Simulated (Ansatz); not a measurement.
`C[O][MgH]` + NH₃ → `[NH2][MgH]` + CH₃OH at 600 K and 1 bar (ligand exchange at a Mg–O bond).

Program: Ansatz. Geometries: PBE0-D4/def2-TZVP. ΔE: electronic, gas phase. CCSD(T)/CBS is the MP2 limit (def2-TZVPP, def2-QZVPP) plus CCSD(T) − MP2 in def2-TZVPP, frozen cores. This one scheme is used for every species. For Mg outer-core shells are correlated without core-valence functions, which leaves a few kJ/mol of doubt a bond.

| species | CCSD(T)/CBS energy (Eh) | H − E (kJ/mol) | S (J/(mol·K)) |
| --- | --- | --- | --- |
| `C[O][MgH]` | -315.53638 | 163.1 | 342.7 |
| NH₃ | -56.50880 | 112.4 | 219.5 |
| `[NH2][MgH]` | -256.40266 | 110.7 | 299.9 |
| CH₃OH | -115.61712 | 163.6 | 277.3 |

H − E and S are ideal-gas, rigid-rotor, harmonic terms from PBE0-D4/def2-TZVP. 1 Eh = 2625.50 kJ/mol, R = 8.31446 J/(mol·K).

**Question.** By hand: ΔE, ΔH, ΔS and ΔG.

**Answer.** ΔE = (-256.40266) + (-115.61712) − (-315.53638) − (-56.50880) = 0.02540 Eh = 66.7 kJ/mol. Δ(H − E) = 110.7 + 163.6 − 163.1 − 112.4 = -1.2, so ΔH = 65.5 kJ/mol. ΔS = 299.9 + 277.3 − 342.7 − 219.5 = 15.0 J/(mol·K). ΔG = 65.5 − 600 × (15.0)/1000 = 56.5 kJ/mol.

**Question.** By hand: the equilibrium constant, and the temperature at which ΔG would vanish if ΔH and ΔS stayed fixed.

**Answer.** log₁₀ K = −ΔG/(RT ln 10) = -4.9. ΔG = 0 at ΔH/ΔS = 4367 K, far beyond where these terms or the molecules hold.

ΔH outweighs TΔS. A doubt of 5 kJ/mol in ΔE shifts log₁₀ K by 0.4 here. These are equilibria of isolated gas molecules and say nothing of rates. Largest T1 diagnostic: 0.011 (customary marks: 0.02 for closed shells, 0.045 for open ones).
